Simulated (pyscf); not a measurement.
7 gas-phase steps of one pattern: four-centre exchange on the singlet surface, Al–Cl + H–Se or B–F + H–O or Cl–Ga + H–S or Cl–In + H–S or F–Ga + H–Se or F–In + H–S broken and Al–Se + Cl–H or B–O + F–H or Cl–H + Ga–S or Cl–H + In–S or F–H + Ga–Se or F–H + In–S formed. PySCF, gas phase, ωB97X-D3(BJ)/def2-SVP geometries. Electronic energies in kcal/mol, between the relaxed ends of the descent from the saddle (adducts or complexes of the species named), with the reactant end as zero; ΔE‡ and ΔE at ωB97X-D3(BJ)/def2-TZVP. Rows were drawn at random from the steps of this pattern with a verified saddle, stable references and a bound adduct at one end at least.

```csv
row,step,ΔE,ΔE‡
1,F–In(F)–F + H₂S → HF + F–In(F)–SH,-1.2,8.2
2,H₂Se + F–GaH₂ → H₂Ga–SeH + HF,-0.6,?
3,H₂O + F–B(Cl)–Cl -> HO–B(Cl)–Cl + HF,+6.0,25.9
4,H₂O + O=B–F -> O=B–OH + HF,+7.4,30.6
5,Cl–In(Cl)–Cl + H₂S → HCl + HS–In(Cl)–Cl,+14.4,18.4
6,H₂S + Cl–GaH₂ -> HS–GaH₂ + HCl,+14.7,17.5
7,H₂Se + Cl–Al(Cl)–Cl -> Cl–Al(Cl)–SeH + HCl,+19.5,21.6
```

Question: Fit ΔE‡ = a + b·ΔE to the other rows and predict row 2.

Answer: Over the 6 complete rows the means are +10.1 (ΔE) and 20.4 (ΔE‡); least squares gives b = 0.28 and a = 17.5 kcal/mol, with residuals of 6.8 kcal/mol (root mean square; largest 11.0, row 4). For row 2: 17.5 + 0.28 × (-0.6) = 17.3 kcal/mol. The computed barrier is 7.9 kcal/mol, 9.4 under the line. The scatter is large against the spread of the barriers, so the line says little here. Each barrier is that of the saddle found. Elements up to Kr have no core potential and no relativistic terms here. Elements past Kr carry the def2 core potentials, without spin-orbit coupling.
